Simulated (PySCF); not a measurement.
# Bonding in `[SiH3]N[SiH3]`

Species: H₇NSi₂.
Atom-mapped SMILES: `[SiH3:1][NH:2][SiH3:3]` (hydrogens: H4, H5, H6 on Si1; H7 on N2; H8, H9, H10 on Si3)

Structure used (PBE0-D3(BJ)/def2-SVP), in Å, numbered top down from 1:
```
atom  x, y, z in Å
Si1    1.5563    0.2096    0.2350
N2     0.0941   -0.2592   -0.5848
Si3   -1.5545   -0.1405   -0.0384
H4     2.6152   -0.8308    0.0490
H5     2.1232    1.5081   -0.2525
H6     1.2306    0.3520    1.6844
H7     0.2118   -0.5675   -1.5469
H8    -2.3173   -1.3632   -0.4392
H9    -2.2871    1.0420   -0.5959
H10   -1.5299   -0.0179    1.4486
```

Bond orders from the PBE0/pcSseg-1 density (PySCF). Isolated species at its PBE0-D3(BJ)/def2-SVP geometry, gas phase.

Q: Where do the orders between heavy atoms depart from those drawn in the SMILES?

A: The largest departure is 0.044, at Si1–N2 (drawn single, 0.956) and N2–Si3 (drawn single, 0.956).

Q: Set the Mayer orders of the bonds beside their lengths.

A: 
| bond | drawn as | length (Å) | Mayer order |
| --- | --- | --- | --- |
| Si1–N2 | single | 1.741 | 0.956 |
| N2–Si3 | single | 1.741 | 0.956 |
| Si1–H4 | single | 1.496 | 0.928 |
| Si1–H5 | single | 1.498 | 0.909 |
| Si1–H6 | single | 1.492 | 0.946 |
| N2–H7 | single | 1.017 | 0.920 |
| Si3–H8 | single | 1.496 | 0.929 |
| Si3–H9 | single | 1.499 | 0.908 |
| Si3–H10 | single | 1.492 | 0.945 |

Q: Sum the orders of all bonds at each heavy atom with more than one neighbour and set the sums beside the valence in the SMILES.

A: Si1 3.739 (drawn 4), N2 2.832 (drawn 3), Si3 3.738 (drawn 4). Orders between atoms that aren't bonded are not in these sums.

The Mayer order sums products of elements of PS (density times overlap matrix) between the two atoms' basis functions, so it depends on the basis set.

These values come from a run that also computed NMR shieldings. The run took 8.8 s of wall time on Arm Neoverse N1, one thread (shared host), and the process peaked at 0.45 GiB of memory.
